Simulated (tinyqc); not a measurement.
Worked calculation: ROHF in the sto-3g basis, for NH, spin multiplicity 3. One step of it, computed by the program tinyqc.

Task: Iteration 2: DIIS coefficients. Solve [B -1; -1 0][c; lambda] = [0; -1] for the coefficients, which sum to one.

B (overlaps of the stored error matrices):
```
,1,2
1,3.8286654e-02,-3.6649018e-02
2,-3.6649018e-02,1.2110365e-01
```

Give: DIIS coefficients.

Result:

DIIS coefficients: 0.6780  0.3220
